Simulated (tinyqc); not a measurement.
Worked calculation (part 1 of 3): UKS/BP86 in the sto-3g basis, for H2O, spin multiplicity 3. Computed by tinyqc, a small Python program that keeps every step (integrals from PySCF). Settings: charge = 0, multiplicity = 3, basis = sto-3g, energy threshold = 1e-09, iteration cap = 54, orthogonalisation = canonical, start = highest core orbitals, DIIS depth = 8, DIIS from iteration = 2, damping = 0.5, method = UKS, functional = b88,p86, grid = [40, 50]. Command: `OMP_NUM_THREADS=1 python tinyqc.py 27409 27410 out.jsonl` (the two numbers bound the seeds that draw the settings). One thread of a shared host (Intel(R) Xeon(R) Processor @ 2.60GHz), about 4 s of CPU time with the checks. Later iterations appear only in the table of the cycle.

## One-electron integrals

Geometry (angstrom):

| atom | x | y | z |
|---|---|---|---|
| O | 0.00000 | 0.00000 | 0.00000 |
| H | 0.00000 | 0.98000 | 0.58300 |
| H | 0.00000 | -0.96500 | 0.57400 |

Basis sto-3g: exponents (1/bohr^2) and contraction coefficients of normalised primitives:

| element | l (shell) | exponent | coefficient |
|---|---|---|---|
| O | s (1) | 130.70932 | 0.15433 |
| O | s (1) | 23.80886 | 0.53533 |
| O | s (1) | 6.44361 | 0.44463 |
| O | s (2) | 5.03315 | -0.09997 |
| O | s (2) | 1.16960 | 0.39951 |
| O | s (2) | 0.38039 | 0.70012 |
| O | p (3) | 5.03315 | 0.15592 |
| O | p (3) | 1.16960 | 0.60768 |
| O | p (3) | 0.38039 | 0.39196 |
| H | s (1) | 3.42525 | 0.15433 |
| H | s (1) | 0.62391 | 0.53533 |
| H | s (1) | 0.16886 | 0.44463 |

Overlap, kinetic and nuclear-attraction integrals over the contracted functions; the nuclear repulsion is the sum of Za Zb / Rab.

nuclear repulsion = 7.7549875 hartree

overlap S:
```
          1O 1s    1O 2s   1O 2px    1O 2py   1O 2pz    2H 1s     3H 1s
1O 1s   1.00000  0.23670  0.00000   0.00000  0.00000  0.03490   0.03638
1O 2s   0.23670  1.00000  0.00000   0.00000  0.00000  0.36309   0.37298
1O 2px  0.00000  0.00000  1.00000   0.00000  0.00000  0.00000   0.00000
1O 2py  0.00000  0.00000  0.00000   1.00000  0.00000  0.27947  -0.28525
1O 2pz  0.00000  0.00000  0.00000   0.00000  1.00000  0.16625   0.16967
2H 1s   0.03490  0.36309  0.00000   0.27947  0.16625  1.00000   0.13039
3H 1s   0.03638  0.37298  0.00000  -0.28525  0.16967  0.13039   1.00000
```

kinetic energy T (hartree):
```
           1O 1s     1O 2s   1O 2px    1O 2py   1O 2pz     2H 1s     3H 1s
1O 1s   29.00320  -0.16801  0.00000   0.00000  0.00000  -0.00885  -0.00871
1O 2s   -0.16801   0.80813  0.00000   0.00000  0.00000   0.05764   0.06305
1O 2px   0.00000   0.00000  2.52873   0.00000  0.00000   0.00000   0.00000
1O 2py   0.00000   0.00000  0.00000   2.52873  0.00000   0.14068  -0.14904
1O 2pz   0.00000   0.00000  0.00000   0.00000  2.52873   0.08369   0.08865
2H 1s   -0.00885   0.05764  0.00000   0.14068  0.08369   0.76003  -0.00935
3H 1s   -0.00871   0.06305  0.00000  -0.14904  0.08865  -0.00935   0.76003
```

nuclear attraction V (hartree):
```
            1O 1s     1O 2s    1O 2px    1O 2py    1O 2pz     2H 1s     3H 1s
1O 1s   -61.55382  -7.40448   0.00000   0.00030  -0.01136  -1.11717  -1.16494
1O 2s    -7.40448  -9.98338   0.00000   0.00331  -0.13958  -2.75205  -2.84167
1O 2px    0.00000   0.00000  -9.85435   0.00000   0.00000   0.00000   0.00000
1O 2py    0.00030   0.00331   0.00000  -9.97807   0.00144  -1.86280   1.91517
1O 2pz   -0.01136  -0.13958   0.00000   0.00144  -9.89813  -1.13990  -1.17125
2H 1s    -1.11717  -2.75205   0.00000  -1.86280  -1.13990  -5.14546  -0.77456
3H 1s    -1.16494  -2.84167   0.00000   1.91517  -1.17125  -0.77456  -5.19750
```

core Hamiltonian H = T + V (hartree):
```
            1O 1s     1O 2s    1O 2px    1O 2py    1O 2pz     2H 1s     3H 1s
1O 1s   -32.55062  -7.57249   0.00000   0.00030  -0.01136  -1.12602  -1.17365
1O 2s    -7.57249  -9.17525   0.00000   0.00331  -0.13958  -2.69441  -2.77862
1O 2px    0.00000   0.00000  -7.32562   0.00000   0.00000   0.00000   0.00000
1O 2py    0.00030   0.00331   0.00000  -7.44934   0.00144  -1.72213   1.76614
1O 2pz   -0.01136  -0.13958   0.00000   0.00144  -7.36940  -1.05621  -1.08259
2H 1s    -1.12602  -2.69441   0.00000  -1.72213  -1.05621  -4.38543  -0.78391
3H 1s    -1.17365  -2.77862   0.00000   1.76614  -1.08259  -0.78391  -4.43747
```

## Two-electron integrals

Functions are numbered as in S; the eight-fold symmetry (ij|kl) = (ji|kl) = (kl|ij) leaves the list below.

Two-electron integrals (ij|kl) in chemists' order, unique and non-zero (hartree):
```
(11|11) 4.78507    (21|11) 0.74138    (21|21) 0.13687    (22|11) 1.11895
(22|21) 0.25663    (22|22) 0.81721    (31|31) 0.02448    (32|31) 0.03781
(32|32) 0.18052    (33|11) 1.11581    (33|21) 0.25668    (33|22) 0.81702
(33|33) 0.88016    (41|41) 0.02448    (42|41) 0.03781    (42|42) 0.18052
(43|43) 0.04744    (44|11) 1.11581    (44|21) 0.25668    (44|22) 0.81702
(44|33) 0.78527    (44|44) 0.88016    (51|51) 0.02448    (52|51) 0.03781
(52|52) 0.18052    (53|53) 0.04744    (54|54) 0.04744    (55|11) 1.11581
(55|21) 0.25668    (55|22) 0.81702    (55|33) 0.78527    (55|44) 0.78527
(55|55) 0.88016    (61|11) 0.11059    (61|21) 0.02026    (61|22) 0.03781
(61|33) 0.03774    (61|41) 0.00079    (61|42) 0.00150    (61|44) 0.03790
(61|51) 0.00047    (61|52) 0.00089    (61|54) 0.00010    (61|55) 0.03780
(61|61) 0.00304    (62|11) 0.29105    (62|21) 0.06769    (62|22) 0.24135
(62|33) 0.23709    (62|41) 0.00437    (62|42) 0.03454    (62|44) 0.24636
(62|51) 0.00260    (62|52) 0.02055    (62|54) 0.00551    (62|55) 0.24037
(62|61) 0.01023    (62|62) 0.09108    (63|31) 0.00681    (63|32) 0.04062
(63|43) 0.00702    (63|53) 0.00418    (63|63) 0.01244    (64|11) 0.18820
(64|21) 0.04430    (64|22) 0.16866    (64|33) 0.16116    (64|41) 0.00930
(64|42) 0.06326    (64|44) 0.18131    (64|51) 0.00148    (64|52) 0.01346
(64|54) 0.00781    (64|55) 0.16332    (64|61) 0.00697    (64|62) 0.07737
(64|64) 0.07742    (65|11) 0.11196    (65|21) 0.02636    (65|22) 0.10034
(65|33) 0.09587    (65|41) 0.00148    (65|42) 0.01346    (65|44) 0.09951
(65|51) 0.00769    (65|52) 0.04863    (65|54) 0.00918    (65|55) 0.10551
(65|61) 0.00415    (65|62) 0.04603    (65|64) 0.03866    (65|65) 0.03544
(66|11) 0.45556    (66|21) 0.10764    (66|22) 0.44197    (66|33) 0.42485
(66|41) 0.00838    (66|42) 0.09309    (66|44) 0.46239    (66|51) 0.00498
(66|52) 0.05538    (66|54) 0.02234    (66|55) 0.43813    (66|61) 0.01639
(66|62) 0.21769    (66|64) 0.21105    (66|65) 0.12556    (66|66) 0.77461
(71|11) 0.11531    (71|21) 0.02113    (71|22) 0.03941    (71|33) 0.03934
(71|41) -0.00083   (71|42) -0.00157   (71|44) 0.03951    (71|51) 0.00049
(71|52) 0.00093    (71|54) -0.00010   (71|55) 0.03940    (71|61) 0.00311
(71|62) 0.01027    (71|64) 0.00645    (71|65) 0.00417    (71|66) 0.01630
(71|71) 0.00330    (72|11) 0.30055    (72|21) 0.06989    (72|22) 0.24885
(72|33) 0.24447    (72|41) -0.00452   (72|42) -0.03553   (72|44) 0.25399
(72|51) 0.00269    (72|52) 0.02113    (72|54) -0.00566   (72|55) 0.24784
(72|61) 0.01018    (72|62) 0.07196    (72|64) 0.04295    (72|65) 0.03518
(72|66) 0.13566    (72|71) 0.01102    (72|72) 0.09644    (73|31) 0.00706
(73|32) 0.04202    (73|43) -0.00724   (73|53) 0.00431    (73|63) 0.00940
(73|73) 0.01324    (74|11) -0.19336   (74|21) -0.04551   (74|22) -0.17303
(74|33) -0.16531   (74|41) 0.00963    (74|42) 0.06521    (74|44) -0.18605
(74|51) -0.00152   (74|52) -0.01380   (74|54) 0.00803    (74|55) -0.16752
(74|61) -0.00635   (74|62) -0.04265   (74|64) -0.01664   (74|65) -0.02047
(74|66) -0.07450   (74|71) -0.00747   (74|72) -0.08150   (74|74) 0.08133
(75|11) 0.11501    (75|21) 0.02707    (75|22) 0.10292    (75|33) 0.09833
(75|41) -0.00152   (75|42) -0.01380   (75|44) 0.10205    (75|51) 0.00797
(75|52) 0.05023    (75|54) -0.00946   (75|55) 0.10826    (75|61) 0.00411
(75|62) 0.03505    (75|64) 0.02053    (75|65) 0.02628    (75|66) 0.07161
(75|71) 0.00444    (75|72) 0.04848    (75|74) -0.04050   (75|75) 0.03733
(76|11) 0.07833    (76|21) 0.01836    (76|22) 0.07048    (76|33) 0.06903
(76|41) 5.13e-06   (76|42) 0.00007    (76|44) 0.07074    (76|51) 0.00114
(76|52) 0.01053    (76|54) 1.44e-05   (76|55) 0.07159    (76|61) 0.00274
(76|62) 0.02552    (76|64) 0.01900    (76|65) 0.01453    (76|66) 0.06196
(76|71) 0.00285    (76|72) 0.02617    (76|74) -0.01932   (76|75) 0.01484
(76|76) 0.00885    (77|11) 0.46203    (77|21) 0.10916    (77|22) 0.44742
(77|33) 0.42996    (77|41) -0.00858   (77|42) -0.09474   (77|44) 0.46825
(77|51) 0.00510    (77|52) 0.05635    (77|54) -0.02278   (77|55) 0.44351
(77|61) 0.01585    (77|62) 0.13311    (77|64) 0.07354    (77|65) 0.07058
(77|66) 0.27094    (77|71) 0.01733    (77|72) 0.22526    (77|74) -0.21724
(77|75) 0.12922    (77|76) 0.06196    (77|77) 0.77461
```

## Orthogonalisation

S = U s U^T; canonical form X = U s^(-1/2), so that X^T S X = 1. Each column of U has its largest component positive (the first on a tie).

eigenvalues of S: 0.45647  0.53062  0.89932  1.00000  1.08374  1.33933  1.69052

X:
```
               1         2         3        4         5         6         7
1O 1s   -0.36415  -0.03162   0.72619  0.00000  -0.60408   0.00490   0.20229
1O 2s    1.03009   0.07181  -0.24882  0.00000  -0.26318   0.00735   0.47542
1O 2px   0.00000   0.00000   0.00000  1.00000   0.00000   0.00000   0.00000
1O 2py  -0.07135   0.88661   0.00133  0.00000  -0.00104   0.65832  -0.00835
1O 2pz   0.39761   0.02721   0.66563  0.00000   0.65919   0.00307   0.18531
2H 1s   -0.58061  -0.78291  -0.20180  0.00000   0.16587   0.40277   0.37455
3H 1s   -0.70479   0.69185  -0.19724  0.00000   0.16281  -0.38852   0.38716
```

## Starting guess

The start is the highest orbitals of the core Hamiltonian (a deliberately bad start); D(s) = C_occ C_occ^T for each spin.

D(alpha) at the start:
```
           1O 1s     1O 2s   1O 2px    1O 2py    1O 2pz     2H 1s     3H 1s
1O 1s    0.06375  -0.29578  0.00000   0.00106  -0.02277   0.06544   0.06779
1O 2s   -0.29578   1.42345  0.00000  -0.00902   0.16054  -0.46671  -0.48887
1O 2px   0.00000   0.00000  1.00000   0.00000   0.00000   0.00000   0.00000
1O 2py   0.00106  -0.00902  0.00000   1.22462  -0.00357  -0.39112   0.40426
1O 2pz  -0.02277   0.16054  0.00000  -0.00357   1.07078  -0.20651  -0.21482
2H 1s    0.06544  -0.46671  0.00000  -0.39112  -0.20651   1.32081  -0.07711
3H 1s    0.06779  -0.48887  0.00000   0.40426  -0.21482  -0.07711   1.34163
```

D(beta) at the start:
```
           1O 1s     1O 2s   1O 2px    1O 2py    1O 2pz     2H 1s     3H 1s
1O 1s    0.00710  -0.04114  0.00000   0.00061   0.05954   0.03339   0.03470
1O 2s   -0.04114   0.27874  0.00000  -0.00553  -0.20947  -0.32283  -0.33992
1O 2px   0.00000   0.00000  1.00000   0.00000   0.00000   0.00000   0.00000
1O 2py   0.00061  -0.00553  0.00000   0.08973   0.00110  -0.24336   0.25221
1O 2pz   0.05954  -0.20947  0.00000   0.00110   0.95117  -0.16046  -0.16620
2H 1s    0.03339  -0.32283  0.00000  -0.24336  -0.16046   1.28337  -0.07604
3H 1s    0.03470  -0.33992  0.00000   0.25221  -0.16620  -0.07604   1.30200
```

## Iteration 1: exchange-correlation on the grid

Becke grid with 40 radial and 50 angular points per atom, points of zero weight dropped. rho = sum D_ij phi_i phi_j; V_xc,ij = sum w v_xc phi_i phi_j plus the gradient terms; v_xc is d(rho eps)/d rho(s) for spin s at fixed gradient.

The 16 grid points with the largest w rho, of 5989 (bohr, atomic units):

| x | y | z | w | rho(alpha) | rho(beta) | eps_xc | v_xc(alpha) |
|---|---|---|---|---|---|---|---|
| 0.79860 | 0.00000 | -0.79860 | 0.05986 | 0.20143 | 0.18343 | -0.61869 | -0.77178 |
| -0.79860 | 0.00000 | -0.79860 | 0.05986 | 0.20143 | 0.18343 | -0.61869 | -0.77178 |
| 0.68759 | 0.00000 | -0.68759 | 0.03990 | 0.29666 | 0.26808 | -0.68863 | -0.88208 |
| -0.68759 | 0.00000 | -0.68759 | 0.03990 | 0.29666 | 0.26808 | -0.68863 | -0.88208 |
| 0.92183 | 0.00000 | -0.92183 | 0.08841 | 0.12244 | 0.11198 | -0.54240 | -0.64818 |
| -0.92183 | 0.00000 | -0.92183 | 0.08841 | 0.12244 | 0.11198 | -0.54240 | -0.64818 |
| -0.34052 | -0.34052 | -1.02157 | 0.05349 | 0.20310 | 0.17664 | -0.61693 | -0.77288 |
| 0.34052 | -0.34052 | -1.02157 | 0.05349 | 0.20310 | 0.17664 | -0.61693 | -0.77288 |
| 0.34052 | 0.34052 | -1.02157 | 0.05349 | 0.20307 | 0.17609 | -0.61668 | -0.77280 |
| -0.34052 | 0.34052 | -1.02157 | 0.05349 | 0.20307 | 0.17609 | -0.61668 | -0.77280 |
| -0.29319 | -0.29319 | -0.87956 | 0.03566 | 0.29899 | 0.25851 | -0.68678 | -0.88333 |
| 0.29319 | -0.29319 | -0.87956 | 0.03566 | 0.29899 | 0.25851 | -0.68678 | -0.88333 |
| 0.58795 | 0.00000 | -0.58795 | 0.02613 | 0.39993 | 0.36026 | -0.75082 | -0.97647 |
| -0.58795 | 0.00000 | -0.58795 | 0.02613 | 0.39993 | 0.36026 | -0.75082 | -0.97647 |
| 0.29319 | 0.29319 | -0.87956 | 0.03566 | 0.29890 | 0.25768 | -0.68647 | -0.88319 |
| -0.29319 | 0.29319 | -0.87956 | 0.03566 | 0.29890 | 0.25768 | -0.68647 | -0.88319 |

electrons on the grid, sum of w rho = 10.00042

E_xc = sum of w rho eps_xc = -5.5321008 hartree

V_xc(alpha) (hartree):
```
           1O 1s     1O 2s    1O 2px    1O 2py    1O 2pz     2H 1s     3H 1s
1O 1s   -1.29096  -0.25091   0.00000  -0.00004   0.00156  -0.03712  -0.03869
1O 2s   -0.25091  -0.82868   0.00000   0.00038  -0.00713  -0.24228  -0.25013
1O 2px   0.00000   0.00000  -0.82027   0.00000   0.00000   0.00000   0.00000
1O 2py  -0.00004   0.00038   0.00000  -0.83933   0.00019  -0.17693   0.18195
1O 2pz   0.00156  -0.00713   0.00000   0.00019  -0.82611  -0.10698  -0.10991
2H 1s   -0.03712  -0.24228   0.00000  -0.17693  -0.10698  -0.56933  -0.06813
3H 1s   -0.03869  -0.25013   0.00000   0.18195  -0.10991  -0.06813  -0.57159
```

V_xc(beta) (hartree):
```
           1O 1s     1O 2s    1O 2px    1O 2py    1O 2pz     2H 1s     3H 1s
1O 1s   -0.78545  -0.19574   0.00000  -0.00001  -0.00512  -0.02831  -0.02950
1O 2s   -0.19574  -0.67379   0.00000   0.00067   0.04317  -0.20016  -0.20668
1O 2px   0.00000   0.00000  -0.73534   0.00000   0.00000   0.00000   0.00000
1O 2py  -0.00001   0.00067   0.00000  -0.56407  -0.00021  -0.14212   0.14626
1O 2pz  -0.00512   0.04317   0.00000  -0.00021  -0.72457  -0.08726  -0.08951
2H 1s   -0.02831  -0.20016   0.00000  -0.14212  -0.08726  -0.54913  -0.06005
3H 1s   -0.02950  -0.20668   0.00000   0.14626  -0.08951  -0.06005  -0.55024
```

## Iteration 1: building the Kohn-Sham matrix

J_ij = sum D_kl (ij|kl) with D = D(alpha) + D(beta); F = H + J + V_xc; E = tr D H + tr D J / 2 + E_xc + E_nn.

Coulomb J (hartree):
```
           1O 1s     1O 2s   1O 2px    1O 2py    1O 2pz    2H 1s     3H 1s
1O 1s    8.50747   1.95981  0.00000  -0.00041   0.00025  0.28875   0.30102
1O 2s    1.95981   6.59818  0.00000  -0.00288   0.09881  2.10435   2.16815
1O 2px   0.00000   0.00000  6.56800   0.00000   0.00000  0.00000   0.00000
1O 2py  -0.00041  -0.00288  0.00000   6.61278  -0.00052  1.54180  -1.58106
1O 2pz   0.00025   0.09881  0.00000  -0.00052   6.60869  0.95002   0.97352
2H 1s    0.28875   2.10435  0.00000   1.54180   0.95002  4.68765   0.65646
3H 1s    0.30102   2.16815  0.00000  -1.58106   0.97352  0.65646   4.71923
```

F(alpha) (hartree):
```
            1O 1s     1O 2s    1O 2px    1O 2py    1O 2pz     2H 1s     3H 1s
1O 1s   -25.33411  -5.86360   0.00000  -0.00015  -0.00955  -0.87440  -0.91133
1O 2s    -5.86360  -3.40575   0.00000   0.00080  -0.04790  -0.83234  -0.86060
1O 2px    0.00000   0.00000  -1.57788   0.00000   0.00000   0.00000   0.00000
1O 2py   -0.00015   0.00080   0.00000  -1.67589   0.00112  -0.35725   0.36702
1O 2pz   -0.00955  -0.04790   0.00000   0.00112  -1.58682  -0.21317  -0.21899
2H 1s    -0.87440  -0.83234   0.00000  -0.35725  -0.21317  -0.26710  -0.19558
3H 1s    -0.91133  -0.86060   0.00000   0.36702  -0.21899  -0.19558  -0.28982
```

F(beta) (hartree):
```
            1O 1s     1O 2s    1O 2px    1O 2py    1O 2pz     2H 1s     3H 1s
1O 1s   -24.82860  -5.80843   0.00000  -0.00012  -0.01622  -0.86558  -0.90214
1O 2s    -5.80843  -3.25086   0.00000   0.00110   0.00240  -0.79022  -0.81714
1O 2px    0.00000   0.00000  -1.49296   0.00000   0.00000   0.00000   0.00000
1O 2py   -0.00012   0.00110   0.00000  -1.40063   0.00072  -0.32245   0.33134
1O 2pz   -0.01622   0.00240   0.00000   0.00072  -1.48528  -0.19345  -0.19858
2H 1s    -0.86558  -0.79022   0.00000  -0.32245  -0.19345  -0.24690  -0.18750
3H 1s    -0.90214  -0.81714   0.00000   0.33134  -0.19858  -0.18750  -0.26847
```

total energy of this density = -29.3852502 hartree

This density is the starting one.

## Iteration 1: diagonalisation and new density

Diagonalise F' = X^T F X, C = X C', fill 6 alpha and 4 beta electrons from the bottom; D(s) = C_occ C_occ^T; the new density keeps 0.5 of the old one (damping). Each column has its largest component positive (the first on a tie).

F' = X^T F X (alpha) (hartree):
```
          1         2          3         4          5         6         7
1  -1.62823  -0.11093    3.08602   0.00000   -2.90755   0.07667   0.40813
2  -0.11093  -0.47366    0.30415   0.00000   -0.28749  -0.83081   0.07583
3   3.08602   0.30415  -11.72200   0.00000   10.04176  -0.10803  -5.38178
4   0.00000   0.00000    0.00000  -1.57788    0.00000   0.00000   0.00000
5  -2.90755  -0.28749   10.04176   0.00000  -11.62863   0.10905   5.51947
6   0.07667  -0.83081   -0.10803   0.00000    0.10905  -1.13059  -0.05051
7   0.40813   0.07583   -5.38178   0.00000    5.51947  -0.05051  -4.08541
```

orbital energies (alpha) (hartree): MO1 -25.33508, MO2 -2.20214, MO3 -1.69544, MO4 -1.58760, MO5 -1.57788, MO6 0.04905, MO7 0.10268

coefficients C (alpha):
```
             MO1       MO2       MO3       MO4      MO5       MO6       MO7
1O 1s    1.00164  -0.24455  -0.00073   0.01944  0.00000   0.05783   0.00038
1O 2s   -0.00762   1.08581   0.00225  -0.07343  0.00000  -0.48894  -0.00040
1O 2px   0.00000   0.00000   0.00000   0.00000  1.00000   0.00000   0.00000
1O 2py   0.00004  -0.00398   1.04389   0.01094  0.00000   0.01308  -0.36688
1O 2pz  -0.00028   0.12523  -0.01126   1.00715  0.00000  -0.20156  -0.00083
2H 1s    0.00194  -0.08750  -0.08631  -0.04127  0.00000   0.76533   0.84751
3H 1s    0.00202  -0.09050   0.08864  -0.04042  0.00000   0.80602  -0.82114
```

F' = X^T F X (beta) (hartree):
```
          1         2          3         4          5         6         7
1  -1.47992  -0.10964    2.99103   0.00000   -2.79424   0.06613   0.46504
2  -0.10964  -0.33464    0.29550   0.00000   -0.27815  -0.68700   0.07771
3   2.99103   0.29550  -11.44897   0.00000    9.85741  -0.10603  -5.29291
4   0.00000   0.00000    0.00000  -1.49296    0.00000   0.00000   0.00000
5  -2.79424  -0.27815    9.85741   0.00000  -11.38464   0.10701   5.45458
6   0.06613  -0.68700   -0.10603   0.00000    0.10701  -0.97059  -0.05099
7   0.46504   0.07771   -5.29291   0.00000    5.45458  -0.05099  -3.95941
```

orbital energies (beta) (hartree): MO1 -24.82888, MO2 -2.02379, MO3 -1.49296, MO4 -1.48964, MO5 -1.40936, MO6 0.05801, MO7 0.11549

coefficients C (beta):
```
             MO1       MO2      MO3       MO4       MO5       MO6       MO7
1O 1s    1.00088  -0.24762  0.00000  -0.00320  -0.00049   0.06112   0.00003
1O 2s   -0.00407   1.08289  0.00000   0.02338   0.00163  -0.50029   0.00262
1O 2px   0.00000   0.00000  1.00000   0.00000   0.00000   0.00000   0.00000
1O 2py   0.00003  -0.00331  0.00000  -0.01066   1.03295   0.01168  -0.39669
1O 2pz   0.00031   0.02875  0.00000   1.01252   0.00966  -0.21132   0.00048
2H 1s    0.00112  -0.07553  0.00000  -0.04054  -0.06355   0.77172   0.84491
3H 1s    0.00117  -0.07799  0.00000  -0.04273   0.06351   0.80227  -0.82829
```

D(alpha) after iteration 1:
```
           1O 1s     1O 2s   1O 2px    1O 2py    1O 2pz     2H 1s     3H 1s
1O 1s    0.56528  -0.29933  0.00000   0.00114  -0.02288   0.06615   0.06886
1O 2s   -0.29933   1.42347  0.00000  -0.00910   0.16054  -0.46654  -0.48904
1O 2px   0.00000   0.00000  1.00000   0.00000   0.00000   0.00000   0.00000
1O 2py   0.00114  -0.00910  0.00000   1.15732  -0.00372  -0.23565   0.25363
1O 2pz  -0.02288   0.16054  0.00000  -0.00372   1.07078  -0.20616  -0.21516
2H 1s    0.06615  -0.46654  0.00000  -0.23565  -0.20616   0.96167   0.27085
3H 1s    0.06886  -0.48904  0.00000   0.25363  -0.21516   0.27085   1.00449
```

D(beta) after iteration 1:
```
           1O 1s     1O 2s   1O 2px    1O 2py    1O 2pz     2H 1s     3H 1s
1O 1s    0.53509  -0.15672  0.00000   0.00074   0.02474   0.02667   0.02766
1O 2s   -0.15672   0.72597  0.00000  -0.00468  -0.07733  -0.20279  -0.21269
1O 2px   0.00000   0.00000  1.00000   0.00000   0.00000   0.00000   0.00000
1O 2py   0.00074  -0.00468  0.00000   0.04493  -0.00489  -0.12134   0.12646
1O 2pz   0.02474  -0.07733  0.00000  -0.00489   0.98860  -0.10184  -0.10585
2H 1s    0.02667  -0.20279  0.00000  -0.12134  -0.10184   0.64536  -0.03421
3H 1s    0.02766  -0.21269  0.00000   0.12646  -0.10585  -0.03421   0.65495
```
